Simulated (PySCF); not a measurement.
Gas-phase reaction: BH₂F + 2 HF = BF₃ + 4 H

Energies from PySCF, thermal terms from the rigid-rotor harmonic-oscillator model, ideal gas at 1 bar. † marks an energy on the PBE0/def2-TZVP geometry and frequencies; other levels use their own. 6-31G* has spherical d functions here. Open shells (unrestricted): H (multiplicity 2); the rest are closed-shell singlets. BH₂F: computed as isolated molecules; such fragments, hydroxides, amides, oligomers or adducts are transient or little studied in the gas.

r2SCAN/def2-TZVP† gives ΔH°(298 K) = 539 kJ.

Problem. What do HF/6-31G*, M06-2X/def2-TZVP†, LDA/def2-TZVP† give?

Solution. HF/6-31G*: 291 kJ; M06-2X/def2-TZVP†: 548 kJ; LDA/def2-TZVP†: 590 kJ. For scale, ΔH°(298 K) is 539 kJ at this level, 562 kJ at ωB97M-V/def2-TZVP†, and runs from 291 to 783 kJ over the 20 levels computed.
